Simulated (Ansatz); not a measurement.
Correlation energies of `C#CCNC` by basis set

```xyz
12

C    -1.816    0.257   -1.602
C    -0.699   -0.029   -1.267
C     0.663   -0.331   -0.818
N     1.066    0.315    0.416
C     0.256   -0.059    1.558
H    -2.806    0.504   -1.906
H     1.367   -0.051   -1.607
H     0.762   -1.414   -0.688
H     1.035    1.319    0.289
H     0.385   -1.127    1.756
H     0.604    0.483    2.439
H    -0.819    0.133    1.430
```

The species carries charge 0 and has multiplicity 1. The structure was optimised at the PBE0-D4/def2-TZVP level. It is one conformer, not always the lowest. Frozen core, restricted reference, Ansatz. CBS rows extrapolate triple and quadruple zeta; past MP2 they add the triple-zeta difference.

| basis | HF (Eh) | MP2 corr. |
| --- | --- | --- |
| def2-TZVPP | -209.99565 | -0.86136 |
| def2-QZVPP | -210.00522 | -0.91751 |

(1) Estimate the CCSD correlation energy and the (T) correction in each basis where they were run (hartree).

Results:

(1) 
```json
{"basis": "def2-TZVPP", "CCSD corr.": "-0.89687", "(T)": "-0.04008"}
{"basis": "CBS(def2)", "CCSD corr.": "-0.99460", "(T)": "as TZ"}
```
